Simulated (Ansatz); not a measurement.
Two structures of Si₂NH₈, doublet, reached by relaxing down either side of one saddle point (PBE0-D4/def2-TZVP). Energies are electronic, without zero-point energy. Ansatz 0.2.0; basis: def2-TZVPP and def2-QZVPP; cores frozen in the correlated methods; orbitals are unrestricted. Extrapolation: Hartree–Fock as exp(−7.88 √X), correlation as X^−2.97. First:

```
11
angstrom
H -0.7592 1.0982 0.7852
Si 0.6755 1.4276 0.5065
N 1.6654 0.0995 0.0486
Si -1.9418 -1.2921 -0.4409
H 0.6888 2.4177 -0.6003
H 1.2401 2.0156 1.7483
H 1.5404 -0.3258 -0.8561
H 1.9174 -0.5940 0.7344
H -1.0288 -1.8388 0.5963
H -1.1716 -0.6488 -1.5389
H -2.8262 -2.3591 -0.9831
```

Second:

H1  (-0.657, -0.660, -1.513)
Si2  (0.553, 1.412, 0.604)
N3  (1.960, 0.458, 0.324)
Si4  (-1.621, -1.247, -0.546)
H5  (0.403, 2.352, -0.545)
H6  (0.770, 2.158, 1.879)
H7  (2.079, -0.007, -0.563)
H8  (2.348, -0.092, 1.074)
H9  (-0.893, -1.759, 0.642)
H10  (-2.316, -2.384, -1.209)
H11  (-2.626, -0.232, -0.146)
(Å)

Problem. Which bonds change from the first to the second?

Solution. SiNH₅ ([NH2][SiH3]) + SiH₃ → SiNH₄ ([NH2][SiH2]) + SiH₄; bonds formed: H1–Si4; bonds broken: H1–Si2.

Problem. Give the saddle point's structure and its height above each. (An estimate is asked for; the value comes from the calculation.)

Solution. By the calculation: 0.519 eV above the first and 0.556 eV above the second (CCSD(T) at an estimated basis limit (MP2 extrapolated from triple and quadruple zeta, plus CCSD(T) − MP2 in triple zeta)).
```
11
angstrom
H -0.6542 -0.0387 0.0174
Si 0.6319 1.1954 0.3710
N 2.2397 0.6377 0.1189
Si -1.8382 -1.2873 -0.3511
H 0.3979 2.3601 -0.5301
H 0.4982 1.5901 1.8026
H 2.5876 0.4972 -0.8159
H 2.6579 -0.0139 0.7633
H -1.8708 -2.2915 0.7492
H -1.4597 -1.9678 -1.6217
H -3.1903 -0.6814 -0.5038
```

T1 diagnostic: at most 0.015. ⟨S²⟩ of the unrestricted Hartree–Fock references: 0.75 to 0.78 (a pure state has 0.75).

Radical steps of this kind take place in plasma deposition and etching.

Labels in which every atom is bracketed show which atoms are joined, not bond orders.

For scale, one of the runs: CCSD(T)/def2-TZVPP, 227 basis functions, launched by `ansatz run in.yaml --threads 4 --pin off --events-out ev --progress --plain --max-ram 9574MiB`. The run took 12 min on 4 CPU threads of an Intel Xeon (shared host), with 3.4 GiB of host memory at its peak.
